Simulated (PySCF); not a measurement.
## Telling isomers of C4H4N2 apart by NMR

- J: B3LYP/pcJ-1 (spin–dipole term left out of most H,H and C,H couplings)
- shielding tensors at PBE0/pcSseg-1 (GIAO)
- geometry from GFN2-xTB
- program: PySCF 2.14
- a single conformation, no solvent, relativity neglected, fast rotation and ring inversion assumed for equivalent nuclei

Scale: ¹H and ¹³C against TMS (reference shieldings calculated alike). Multiplet labels drop J under 1 Hz and among equivalent protons, and merge close values. Unscaled 3J(H,H) run several per cent high. Shifts are as computed. Against solution values, carbons near 30 ppm lie about +3 ppm off and those near 130 ppm about +5 ppm. Of 1211 compounds with measured shifts, 218 miss one by over three times the rms of a fit or turn the order of signals round; such compounds aren't used in these exercises. Across acyclic CH2–CH2 and CH–CH2 bonds, 3J(H,H) assumes equally populated rotamers.

(1) Tabulate the signals of `c1cncnc1`, `N#CCCC#N`, `c1cnccn1` and their relative energies.

(2) What is the quickest way to tell c1cncnc1 from N#CCCC#N?

(3) What is the quickest way to tell N#CCCC#N from c1cnccn1?

(4) What is the quickest way to tell c1cncnc1 from c1cnccn1?

Answers

(1) 
| SMILES | carbon types | δC | δH | E rel. (kcal/mol) |
| --- | --- | --- | --- | --- |
| c1cncnc1 | 4×CH | 165.6, 163.3, 127.0 | 9.60 (d, 1H), 9.05 (d, 2H), 7.34 (td, 1H) | 0.0 |
| N#CCCC#N | 2×C 2×CH2 | 121.4, 16.4 | 2.58 (s, 4H) | 16.8 |
| c1cnccn1 | 4×CH | 151.2 | 8.88 (s, 4H) | 4.7 |

Energies are electronic energies at PBE0/pcSseg-1 on these geometries, without zero-point or thermal terms, each for the one conformer computed, which needn't be the lowest.

(2) Count the carbon signals: 3 against 2. The first has an aromatic CH between two ring heteroatoms at 165.6 ppm, the second a nitrile carbon (C) at 121.4 ppm. In the proton spectra the most deshielded non-exchanging signals are 9.60 (d, J = 1.6 Hz, 1H) and 2.58 (s, 4H).

(3) Count the carbon signals: 2 against 1. The first has a nitrile carbon (C) at 121.4 ppm, the second an aromatic CH next to a ring nitrogen at 151.2 ppm. In the proton spectra the most deshielded non-exchanging signals are 2.58 (s, 4H) and 8.88 (s, 4H).

(4) Count the carbon signals: 3 against 1. The first has an aromatic CH at 127.0 ppm, the second an aromatic CH next to a ring nitrogen at 151.2 ppm. Their most deshielded carbons lie at 165.6 and 151.2 ppm. In the proton spectra the most deshielded non-exchanging signals are 9.60 (d, J = 1.6 Hz, 1H) and 8.88 (s, 4H).
